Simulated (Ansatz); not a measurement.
Worked example: correlation energy of InH, singlet

Geometry: a point of a stretch scan, not a stationary point.

```xyz
2

In    0.0000    0.0000    0.0000
H     0.0000    0.0000    3.3670
```

Basis def2-TZVPP with its core potentials; Ansatz 0.2.0. Only valence electrons are correlated (noble-gas cores and the filled d shells of p-block atoms frozen), which leaves 4 electrons in 55 orbitals. R marks a restricted (for open shells ROHF) determinant. No spin–orbit coupling is included; scalar relativity enters through the core potentials alone.

Full CI is exact within this basis and frozen core; it isn't the basis-set limit.

RHF is unstable: UHF (⟨S²⟩ = 0.84) lies 0.76 eV below the lowest RHF solution. Higher spins weren't run at this geometry and may lie near or lower.

RCCSD has a T1 diagnostic of 0.081 and a largest doubles amplitude of 0.30.

Runs differ by some tens of microhartree through their thresholds, so steps under 0.03 kcal/mol mean nothing.

| level | total energy (hartree) |
| --- | --- |
| RHF | -189.687840 |
| RMP2 | -189.745703 |
| RCCSD | -189.773394 |
| RCCSD(T) | -189.776718 |
| RCCSDT | -189.777148 |
| RCCSDT(Q) | -189.777299 |
| full CI | -189.777275 |

Question: What is the correlation energy at full CI, and what share of it do RMP2 and RCCSD recover?

Answer: E(corr) = -189.777275 − (-189.687840) = -0.089435 hartree = -2.434 eV. RMP2: -0.057863 / -0.089435 = 64.70 %. RCCSD: -0.085554 / -0.089435 = 95.66 %.

Question: By how many kcal/mol does RCCSD(T) miss full CI (1 hartree = 627.509 kcal/mol), and which steps make up the rest?

Answer: -189.776718 − (-189.777275) = 0.000557 hartree = 0.35 kcal/mol. Steps: RCCSDT − RCCSD(T) = -0.27, RCCSDT(Q) − RCCSDT = -0.09, full CI − RCCSDT(Q) = 0.02 kcal/mol. That is within 1 kcal/mol of the reference in this basis, which itself misses far more of the correlation at the basis-set limit.
